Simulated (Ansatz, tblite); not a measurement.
**The cluster KNa₄+: rung by rung**

Aim: run the singlet of the cluster KNa₄+ at one geometry on many levels, and compare frontier levels, spin and run time.

The runs use Ansatz 0.2.0, Gaussian basis; as each input shows.

The runs, in order: GFN1-xTB, GFN2-xTB, PBE/def2-TZVP, r2SCAN/def2-TZVP, BHLYP/def2-TZVP, BLYP/def2-TZVP, B2PLYP/def2-TZVP, PBE/def2-SVP, PBE0/def2-SVP, CCSD(T)/def2-TZVPP, MP2/def2-TZVP.

2 further runs of the same task are left out: 2 set aside as unsound or not needed. Runs told in other sessions of the task aren't counted.

### Step 1. The geometry

The singlet was relaxed beforehand with PBE/def2-SVP. At that level it is the lowest of the isomers that a small search found.

5 atoms, charge 1, spin multiplicity 1.

Bond lengths: Na1–Na3 3.269 Å, Na1–Na4 3.647 Å, Na2–Na4 3.470 Å, Na2–K5 3.790 Å, Na3–Na4 3.649 Å, Na4–K5 4.163 Å. Angles: Na3–Na1–Na4 63.4°, Na4–Na2–K5 69.8°, Na1–Na3–Na4 63.3°, Na1–Na4–Na2 140.0°, Na1–Na4–Na3 53.2°, Na1–Na4–K5 140.7°, Na2–Na4–Na3 147.7°, Na2–Na4–K5 58.7°, Na3–Na4–K5 136.3°, Na2–K5–Na4 51.5°.

The ion is computed in the gas phase, without counter-ions or solvent.

PBE0/def2-TZVP was run before; its log isn't repeated, and its numbers join the tables.

### Step 2. GFN1-xTB

Tight binding, by tblite at 300 K electronic temperature and without a spin-polarisation term:

```python
tblite.interface.Calculator('GFN1-xTB', numbers, positions, charge=1, uhf=0).singlepoint()
```

Energy -32.1609 eV, HOMO -11.11 eV, LUMO -9.43 eV; 0.002 s.

### Step 3. GFN2-xTB

Tight binding, by tblite at 300 K electronic temperature and without a spin-polarisation term:

```python
tblite.interface.Calculator('GFN2-xTB', numbers, positions, charge=1, uhf=0).singlepoint()
```

Energy -21.6887 eV, HOMO -8.80 eV, LUMO -7.68 eV; 0.002 s.

### Step 4. PBE/def2-TZVP

start.molden holds the orbitals of an earlier run on this state, given as this run's starting guess.

in.yaml

```yaml
crystal:
  periodic: [false, false, false]
  atoms:
    - {symbol: Na, position_ang: [-1.609351, -3.287575, 0.043040]}
    - {symbol: Na, position_ang: [0.331822, 2.744619, 2.182601]}
    - {symbol: Na, position_ang: [-2.128336, -1.458658, -2.616819]}
    - {symbol: Na, position_ang: [-0.143586, 0.051467, 0.047340]}
    - {symbol: K, position_ang: [3.549441, 1.950148, 0.343829]}
basis:
  gaussian: {orbitals: def2-TZVP, initial_orbitals: start.molden}
total_charge: 1
hamiltonian: {xc: pbe}
scf: {omitted_lower_state_checks: [starts]}
output: {forces: true, orbitals: {seedname: orbitals}}
```

Started as:

```console
$ ansatz run in.yaml --threads 4 --pin off --events-out ev --progress --plain --max-ram 4787MiB
```

After this run come: r2SCAN/def2-TZVP; BHLYP/def2-TZVP; BLYP/def2-TZVP; B2PLYP/def2-TZVP; PBE/def2-SVP; PBE0/def2-SVP; CCSD(T)/def2-TZVPP; MP2/def2-TZVP.

Q: Predict the results of all the runs planned. Wanted: gap in def2-TZVP, named functionals, smallest and largest; correlation energy, CCSD(T)/def2-TZVPP; correlation energy, MP2/def2-TZVP; PBE0 total energy, smallest basis above largest.

**Answer**, as computed:

```
                                                 quantity                            value
gap in def2-TZVP, named functionals, smallest and largest  1.20 eV (BLYP), 3.00 eV (BHLYP)
                   correlation energy, CCSD(T)/def2-TZVPP                        -24.86 eV
                        correlation energy, MP2/def2-TZVP                        -23.28 eV
          PBE0 total energy, smallest basis above largest    8.55 eV (def2-SVP, def2-TZVP)
```

**Reading.** Over the named functionals in def2-TZVP the gap runs from 1.20 eV (BLYP) to 3.00 eV (BHLYP); exact exchange widens it.
